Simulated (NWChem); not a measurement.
**C2HClF2 (SMILES F/C=C(\F)Cl) at MP2/6-311+G(d)**

What is the energy difference between two shapes of C2HClF2 at MP2/6-311+G*? 

Program for the calculation: NWChem 7.3.0.

2 further runs of the same task are left out: 2 set aside as unsound or not needed.

### 1 Starting point

C2HClF2: 6 atoms, total charge 0, spin state singlet. SMILES: `F/C=C(\F)Cl`. The coordinates come from a PBE0-D4/def2-TZVP relaxation.

Bond lengths: F1–C2 1.329 Å, C2–C3 1.324 Å, C3–F4 1.320 Å, C3–Cl5 1.701 Å, C2–H6 1.080 Å. Angles: F1–C2–C3 120.9°, C2–C3–F4 122.6°, C2–C3–Cl5 123.0°, F4–C3–Cl5 114.4°, F1–C2–H6 115.7°, C3–C2–H6 123.4°.

### 2 The energy at MP2/6-311+G(d)

The input, c2hclf2.nw:

```
START c2hclf2
TITLE "C2HClF2 energy"
memory stack 880 mb heap 220 mb global 1100 mb
charge 0
GEOMETRY noautosym nocenter
  zmatrix
    F
    C 1 1.329464
    C 2 1.323635 1 120.93404
    F 3 1.319562 2 122.57913 1 -0.00629
    Cl 3 1.700943 4 114.44054 2 179.99742
    H 2 1.079882 3 123.38001 4 -179.99726
  end
END
BASIS spherical bse
  F library 6-311+G*
  C library 6-311+G*
  Cl library 6-311+G*
  H library 6-311+G*
END
SCF
  maxiter 60
END
MP2
  freeze core 9
END
TASK direct_mp2 energy
```

Started as:

```
$ nwchem c2hclf2.nw > c2hclf2.out
```

Output, cut to the lines that bear on the results:

```text
[...]
  functions       =   121
[...]
  wavefunction    = RHF
[...]
         Total SCF energy =   -734.721913462088
      One-electron energy =  -1441.166251305717
      Two-electron energy =    492.563842131492
 Nuclear repulsion energy =    213.880495712137
        Time for solution =     13.4s
[...]
          Total MP2 energy          -735.537438743386
[...]
```

It took 18 s on 1 thread of Intel Xeon 6975P-C (Granite Rapids), shared host; peak memory 0.11 GiB.

### 3 The distorted shape at the same level

The input, c2hclf2.sdf:

```

     RDKit          3D

  6  5  0  0  0  0  0  0  0  0999 V2000
    0.1426   -1.1503    1.2973 F   0  0  0  0  0  0  0  0  0  0  0  0
   -0.0377    0.0830    0.6836 C   0  0  0  0  0  0  0  0  0  0  0  0
   -0.0037   -0.0022   -0.6783 C   0  0  0  0  0  0  0  0  0  0  0  0
    0.4080   -1.0883   -1.2742 F   0  0  0  0  0  0  0  0  0  0  0  0
   -0.2169    1.2989   -1.7093 Cl  0  0  0  0  0  0  0  0  0  0  0  0
   -0.2230    0.8637    1.0839 H   0  0  0  0  0  0  0  0  0  0  0  0
  2  1  1  0
  3  2  2  0
  4  3  1  0
  5  3  1  0
  6  2  1  0
M  END
$$$$
```

The input, run.py:

```python
from ase.io import read
from ase.calculators.nwchem import NWChem

atoms = read('c2hclf2.sdf')

calc = NWChem(
    label='c2hclf2',
    theory='direct_mp2',
    memory='2200 mb',
    basis='6-311+G*',
    basispar='spherical bse',
    scf={'nopen': '0', 'rhf': None, 'maxiter': '60'},
    mp2={'freeze': 'core 9'},
    task='energy',
)
atoms.calc = calc

e = atoms.get_potential_energy()
print(f"E = {e:.6f} eV")
```

Started as:

```
$ export ASE_NWCHEM_COMMAND="nwchem PREFIX.nwi > PREFIX.nwo"
$ python run.py
```

Output:

```text
E = -20013.819901 eV
```

The calculator wrote c2hclf2.nwi:

```
title "c2hclf2"

permanent_dir c2hclf2

scratch_dir c2hclf2

start c2hclf2

geometry units angstrom nocenter noautosym noautoz
  F  1.4260000000000000e-01 -1.1503000000000001e+00 1.2972999999999999e+00
  C  -3.7699999999999997e-02 8.3000000000000004e-02 6.8359999999999999e-01
  C  -3.7000000000000002e-03 -2.2000000000000001e-03 -6.7830000000000001e-01
  F  4.0799999999999997e-01 -1.0883000000000000e+00 -1.2742000000000000e+00
  Cl -2.1690000000000001e-01 1.2988999999999999e+00 -1.7093000000000000e+00
  H  -2.2300000000000000e-01 8.6370000000000002e-01 1.0839000000000001e+00
end

memory 2200 mb

basis spherical bse noprint
   * library 6-311+G*
end

scf
  nopen 0
  rhf
  maxiter 60
end
mp2
  freeze core 9
end

task direct_mp2 energy
```

c2hclf2.nwo, cut to the lines that bear on the results:

```text
[...]
  functions       =   121
[...]
  wavefunction    = RHF
[...]
         Total SCF energy =   -734.675673213399
      One-electron energy =  -1443.971959461548
      Two-electron energy =    493.949524336003
 Nuclear repulsion energy =    215.346761912146
        Time for solution =     13.8s
[...]
          Total MP2 energy          -735.494321484006
[...]
```

It took 19 s on 1 thread of Intel Xeon 6975P-C (Granite Rapids), shared host; peak memory 0.11 GiB.

### 4 Summary of results

Level: MP2/6-311+G*, 9 core orbitals frozen.

| quantity | value |
| --- | --- |
| first shape: total energy | -735.53744 Eh |
| first shape: HOMO energy (Hartree–Fock orbitals) | -10.53 eV |
| first shape: LUMO energy (Hartree–Fock orbitals) | 1.76 eV |
| first shape: HOMO–LUMO gap (Hartree–Fock orbitals) | 12.29 eV |
| first shape: correlation energy (9 core orbitals frozen) | -815.5 mEh |
| distorted shape: total energy | -735.49432 Eh |
| distorted shape: HOMO energy (Hartree–Fock orbitals) | -10.35 eV |
| distorted shape: LUMO energy (Hartree–Fock orbitals) | 1.69 eV |
| distorted shape: HOMO–LUMO gap (Hartree–Fock orbitals) | 12.04 eV |
| distorted shape: correlation energy (9 core orbitals frozen) | -818.6 mEh |
| energy change with the atoms displaced | 1.173 eV |

With the atoms displaced the energy rises by 1.17 eV (27 kcal/mol). The first shape isn't relaxed at this level, so the change isn't measured from a minimum. Mulliken charges (distorted shape) run from -0.20 on C2 to +0.33 on H6; in a basis this large or diffuse they mean little.
